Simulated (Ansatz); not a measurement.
Consider PtS₂ in the CdI2 type structure (space group P-3m1, No. 164; layered, stacked along the Cartesian z axis).

```
CELL_PARAMETERS angstrom
      3.58366     0.00000     0.00000
     -1.79183     3.10354     0.00000
      0.00000     0.00000     4.65604
ATOMIC_POSITIONS crystal
  Pt 0.00000 0.00000 0.00000
  S  0.66667 0.33333 0.25904
  S  0.33333 0.66667 0.74096
```

All numbers come from PBE-D3(BJ) (Ansatz, a program for electronic structure; PAW; 420 eV plane waves; no SOC), earlier PAW set.

Perturbation: full substitution S → Se; the structure is relaxed again.

Measured lattice parameter a: PtS2 3.542 Å (temperature not stated; as listed in Torbjörn Björkman, The Journal of Chemical Physics (2014)); PtSe2 3.727 Å (temperature not stated; as listed in Torbjörn Björkman, The Journal of Chemical Physics (2014)).

**Question.** How well does PBE-D3(BJ) reproduce the measured shift?

**Answer.** With PBE-D3(BJ) the lattice parameter a moves by +0.189 Å (3.584 → 3.772) against +0.185 Å measured.

Stability against distortions was not tested. All final runs are without spin polarisation.
